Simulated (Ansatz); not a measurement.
`C[OH+][AlH3-]` → `[CH2]` (triplet) + `[OH2+][AlH3-]` at 400 K and 1 bar (formal loss of a carbene).

Program: Ansatz. Geometries: PBE0-D4/def2-TZVP. ΔE: electronic, gas phase. CBS: MP2 limit from def2 TZ/QZ plus the TZ coupled-cluster correction, frozen cores. This one scheme is used for every species. Triplets are unrestricted, without spin–orbit coupling.

| species | CCSD(T)/CBS energy (Eh) | H − E (kJ/mol) | S (J/(mol·K)) |
| --- | --- | --- | --- |
| `C[OH+][AlH3-]` | -359.43644 | 224.1 | 346.8 |
| `[CH2]` (triplet) | -39.09499 | 59.0 | 205.7 |
| `[OH2+][AlH3-]` | -320.19254 | 142.6 | 308.8 |

H − E and S are ideal-gas, rigid-rotor, harmonic terms from PBE0-D4/def2-TZVP, for one conformer and one mirror image of each species, with the whole ground term of open shells counted as degenerate. 1 Eh = 2625.50 kJ/mol, R = 8.31446 J/(mol·K).

**Question.** By hand: ΔE, ΔH, ΔS and ΔG.

**Answer.** ΔE = (-39.09499) + (-320.19254) − (-359.43644) = 0.14891 Eh = 391.0 kJ/mol. Δ(H − E) = 59.0 + 142.6 − 224.1 = -22.5, so ΔH = 368.5 kJ/mol. ΔS = 205.7 + 308.8 − 346.8 = 167.7 J/(mol·K). ΔG = 368.5 − 400 × (167.7)/1000 = 301.4 kJ/mol.

**Question.** By hand: the equilibrium constant, and the temperature at which ΔG would vanish if ΔH and ΔS stayed fixed.

**Answer.** log₁₀ K = −ΔG/(RT ln 10) = -39.4. ΔG = 0 at ΔH/ΔS = 2197 K.

The number of gas molecules changes by +1, which sets the sign of ΔS. A doubt of 5 kJ/mol in ΔE shifts log₁₀ K by 0.7 here. Other conformers and mirror images would add mixing entropy, several J/(mol·K) or more a flexible species. A triplet takes part, so the spin changes. These are equilibria of isolated gas molecules and say nothing of rates. Largest T1 diagnostic: 0.011 (customary marks: 0.02 for closed shells, 0.045 for open ones).
